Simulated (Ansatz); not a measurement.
# AlB (triplet): wave-function methods side by side, aug-cc-pVTZ

One table from this session's results is given with a row withheld; the runs are named, their logs left out.

Computed with Ansatz 0.2.0, Gaussian basis. Level: aug-cc-pVTZ, core rule «outside noble gas», up to 6 orbitals frozen.

The runs, in order: UHF; CCSD(T) on ROHF; CCSD(T) on UHF; BCCD(T) on ROHF; CCSDT(Q) on ROHF; CCSDT(Q) on UHF; CASSCF and MRCISD+Q, 6 electrons in 8 orbitals; CASSCF and NEVPT2, 6 electrons in 8 orbitals.

3 further runs of the same task are left out: 3 set aside as unsound or not needed.

## What is computed

The geometry is a PBE0/def2-TZVPD stationary point (not a proven minimum) of the parent state, kept for this charge and spin.

2 atoms, charge 0, spin multiplicity 3.

Atoms are counted from 1 here; the program's logs count them from 0.

Bond lengths: B1–Al2 2.064 Å.

The first run:

in.yaml reads:

```yaml
crystal:
  periodic: [false, false, false]
  atoms:
    - {symbol: B, position_ang: [0.000000, 0.000000, 0.000000]}
    - {symbol: Al, position_ang: [0.000000, 0.000000, 2.064300]}
basis:
  gaussian: {orbitals: aug-cc-pVTZ}
magnetization: {spin_polarized: true, initial_magnetization: 2}
hamiltonian: {xc: hf}
output: {orbitals: {seedname: orbitals}}
```

Command:

```
$ ansatz run in.yaml --threads 1 --pin off --events-out ev --progress --plain --max-ram 2816MiB --backend cpu
```

Among the steps run: UHF; CCSD(T) on ROHF; CCSD(T) on UHF; BCCD(T) on ROHF; CCSDT(Q) on ROHF; CCSDT(Q) on UHF; CASSCF and MRCISD+Q, 6 electrons in 8 orbitals; CASSCF and NEVPT2, 6 electrons in 8 orbitals.

One of the session's tables, all rows but one given; the rest of the session is left out.

| method | from RCCSDT(Q) (kJ/mol) |
| --- | --- |
| RMP2 | +116.4 |
| UMP2 | +132.7 |
| RCCSD | +38.0 |
| UCCSD | +40.0 |
| RCCSD(T) | +8.9 |
| UCCSD(T) | +9.3 |
| BCCD(T) | +9.7 |
| RCCSDT | +2.6 |
| UCCSDT | +2.8 |
| RCCSDT(Q) | 0 |
| UCCSDT(Q) | -0.4 |
| CASSCF valence | +211.7 |
| NEVPT2 valence | +45.9 |
| MRCISD valence | +11.7 |
| MRCISD+Q valence | ? |

**Question.** Estimate the row for MRCISD+Q valence.

As computed: from RCCSDT(Q) (kJ/mol): -0.1. In the column «from RCCSDT(Q) (kJ/mol)» it lies between UCCSDT(Q) (-0.4) and RCCSDT(Q) (0).

Left out of the table: ROHF, UHF (another determinant or state than the rows shown).

Limits of these values: Warnings: spin contamination; coupled cluster took another determinant than the lowest; large T1 diagnostic. Restricted and unrestricted rows rest on different reference determinants; where their highest levels disagree by more than a few hundredths of an eV, they describe different states and don't form one ladder.
